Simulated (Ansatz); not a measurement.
Reaction (SMILES): P (PH3) → [PH2] (PH2) + H atom
B3LYP-D3(BJ)/def2-TZVP geometries, fixed; electronic energies without zero-point terms.

Basis-set convergence of the bond dissociation energy at MP2 with Ansatz (an electronic-structure program). Cartesian d functions, on some or all atoms, in 6-31G**; all else is spherical. Cores are frozen. Open shells are unrestricted. No added dispersion term, no relativity. Functions are those of the species that has most. Reference: Hartree-Fock in aug-cc-pV(Q+d)Z plus the correlation part extrapolated as X^-3 from aug-cc-pV(T+d)Z and aug-cc-pV(Q+d)Z, 86.49 kcal/mol, itself unsure by roughly 0.29 kcal/mol (a third of the extrapolation step and of the last Hartree-Fock step). Deviations are taken from unrounded values.

```tsv
basis	functions	bond dissociation energy (kcal/mol)	minus reference (kcal/mol)
STO-3G	12	96.14	9.65
pcseg-0	19	64.41	-22.08
6-31G**	34	79.52	-6.96
def2-SVPD	48	81.31	-5.18
aug-pcseg-1	54	80.65	-5.84
def2-TZVP	55	82.33	-4.16
aug-cc-pV(D+d)Z	59	80.77	-5.71
pcseg-2	76	84.52	-1.96
6-311++G(3df,3pd)	101	84.72	-1.77
cc-pV(Q+d)Z	154	85.59	-0.90
def2-QZVPP	160	85.59	-0.90
pcseg-3	163	85.52	-0.97
aug-cc-pV(Q+d)Z	227	85.75	-0.73
```
